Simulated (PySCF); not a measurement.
Published values to compare with (the computed states carry no symmetry labels, so the two lists aren't matched line by line):

```tsv
state	E (eV)	f	kind of transition	source
3B2(π→π*)	3.44		vertical absorption	[1]
1B2(π→π*)	4.82	0.755	vertical absorption	[1]
```

[1] computed, theoretical best estimate (aug-cc-pVTZ, frozen core, CC3 geometry), gas; Veril, Scemama, Caffarel, Lipparini, Boggio-Pasqua, Jacquemin, Loos, WIREs Comput. Mol. Sci. 2021, 11, e1517 (QUESTDB)

Compound: streptocyanine-3, C3H7N2 (charge +1).
Numbering: `[NH2:1]/[CH:2]=[CH:3]/[CH:4]=[NH2+:5]` (hydrogens: H6, H7 on N1; H8 on C2; H9 on C3; H10 on C4; H11, H12 on N5)

Level of theory: TDDFT B3LYP/def2-SVPD, vertical, gas phase, core orbitals frozen in the response (PySCF). One conformer (not necessarily the lowest) at the PBE0-D3(BJ)/def2-SVP geometry, without solvent, vibrations or thermal averaging. Torsions of this conformer, `[NH2:1]/[CH:2]=[CH:3]/[CH:4]=[NH2+:5]`: C2–C3–C4–N5 180°, H–N1–C2–C3 180°, H–N1–C2–C3 0°.

Computed singlets: 5.26 eV (f 0.728); 6.88 eV (f 0.000); 6.96 eV (f 0.000); 7.04 eV (f 0.000); 7.15 eV (f 0.024); 7.69 eV (f 0.000); 8.25 eV (f 0.000); 8.28 eV (f 0.029); 8.38 eV (f 0.022); 8.57 eV (f 0.002). Computed triplets (Tamm–Dancoff): 3.11, 5.63, 6.24, 6.79 eV.

Task: How does the lowest computed triplet compare with the best estimate listed for the lowest triplet (vertical absorption)?

Result: 3.11 eV against 3.44 eV for 3B2(π→π*) [1]: a difference of -0.33 eV. Geometry and basis of the two calculations needn't be the same.

The vertical ionisation energy (ΔSCF) is 13.77 eV, 5.19 eV above S10.
